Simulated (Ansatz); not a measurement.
SiH4, singlet: reading a ladder of total energies

Geometry: displaced at random from a stationary point.

```csv
atom,x (Å),y (Å),z (Å)
Si,0.0034,-0.0001,0.0052
H,0.8584,0.8425,0.8508
H,-0.8091,-0.8114,0.8088
H,-0.9070,0.8358,-0.8800
H,0.7638,-0.8634,-0.9234
```

Basis 6-31G; Ansatz 0.2.0. Correlated methods freeze the noble-gas cores, which leaves 8 electrons in 16 orbitals. R marks a restricted (for open shells ROHF) determinant.

Full CI is exact within this basis and frozen core; it isn't the basis-set limit.

Runs differ by some tens of microhartree through their thresholds, so steps under 0.03 kcal/mol mean nothing.

| level | total energy (hartree) |
| --- | --- |
| RHF | -291.169487 |
| RMP2 | -291.230508 |
| RCCSD | -291.253606 |
| RCCSD(T) | -291.254422 |
| RCCSDT | -291.254711 |
| RCCSDT(Q) | -291.254741 |
| RCCSDTQ | -291.254748 |
| full CI | -291.254748 |

Q: What is the correlation energy at full CI, and what share of it do RMP2 and RCCSD recover?

A: E(corr) = -291.254748 − (-291.169487) = -0.085261 hartree = -2.320 eV. RMP2: -0.061021 / -0.085261 = 71.57 %. RCCSD: -0.084119 / -0.085261 = 98.66 %.

Q: By how many kcal/mol does RCCSD(T) miss full CI (1 hartree = 627.509 kcal/mol), and which steps make up the rest?

A: -291.254422 − (-291.254748) = 0.000326 hartree = 0.20 kcal/mol. Steps: RCCSDT − RCCSD(T) = -0.18, RCCSDT(Q) − RCCSDT = -0.02, RCCSDTQ − RCCSDT(Q) = 0.00, full CI − RCCSDTQ = 0.00 kcal/mol. That is within 1 kcal/mol of the reference in this basis, which itself misses far more of the correlation at the basis-set limit.
